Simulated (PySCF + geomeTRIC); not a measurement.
A geometry relaxed with BP86-D3(BJ)/def2-SVP (PySCF + geomeTRIC), charge 0, multiplicity 1:

```xyz
6

N      2.1408    -0.0038    -0.1091
C      0.9709    -0.0017    -0.0496
H     -0.9179    -0.6267    -0.7822
C     -0.4880     0.0009     0.0248
H     -0.8266    -0.4012     1.0012
H     -0.8795     1.0326    -0.0856
```

### Question
Write the SMILES of this molecule.

### Answer
`CC#N`
